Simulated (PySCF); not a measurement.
Calculated properties of `C=C=CCCl`

Species: C4H5Cl.
Bonds: C1–C2 (double), C2–C3 (double), C3–C4, C4–Cl5. Hydrogens: H6, H7 on C1; H8 on C3; H9, H10 on C4.

Some functional groups and rings: allene or cumulene and C–Cl bond.

**GFN2-xTB geometry**

| Quantity | Value |
| --- | --- |
| Point group of the GFN2-xTB geometry | C1 |
| Rotational constants A, B, C of the GFN2-xTB geometry | 13.888, 1.685, 1.608 GHz |

From PBE0/pcSseg-1 ground state and GIAO shieldings, non-relativistic (PySCF):

| Property | Result |
| --- | --- |
| Dipole moment | 2.21 D |
| HOMO energy | -7.76 eV |
| LUMO energy | -0.35 eV |
| HOMO–LUMO gap | 7.41 eV |
| Lowest Hirshfeld atomic charge | -0.11 e on C1 |
| Highest Hirshfeld atomic charge | +0.06 e on H6/H7/H8 |
| 13C chemical shifts (computed TMS as zero) by class | 223.0 (C2), 95.1 (C3), 80.4 (C1), 51.3 (C4) ppm |
| 1H chemical shifts (computed TMS as zero) by class | 5.58 (H8), 5.11 (H6/H7), 4.20 (H9/H10) ppm |
| Isotropic shieldings of nuclei other than C and H, by class | 809 (Cl5) ppm |
| Mayer bond orders between heavy atoms | C1–C2 2.09, C2–C3 1.87, C3–C4 1.06, C4–Cl5 0.97 |

Monoisotopic mass from the formula: 88.0080 u.

A dipole of 2.21 D is allowed in C1, and pure rotational transitions are dipole-allowed. With B = h/(8π²I), that is 505.379 GHz u Å² over I, the principal moments of inertia are 36.4, 299.9 and 314.3 u Å² (most abundant isotopes). The dipole equals about 7.4 × 10⁻³⁰ C·m (1 D = 3.33564 × 10⁻³⁰ C·m). The rotational constants make it an asymmetric top with κ = (2B − A − C)/(A − C) = -0.99, nearer the prolate limit (−1).

Geometry: GFN2-xTB, one conformer, isolated molecule.

For the NMR shielding job (PBE0/pcSseg-1), hardware: Arm Neoverse V2, one thread, on a shared host. Cost: 6.3 s wall.

The values belong to the conformer `[CH2:1]=[C:2]=[CH:3][CH2:4][Cl:5]`: C2–C3–C4–Cl5 -109°.
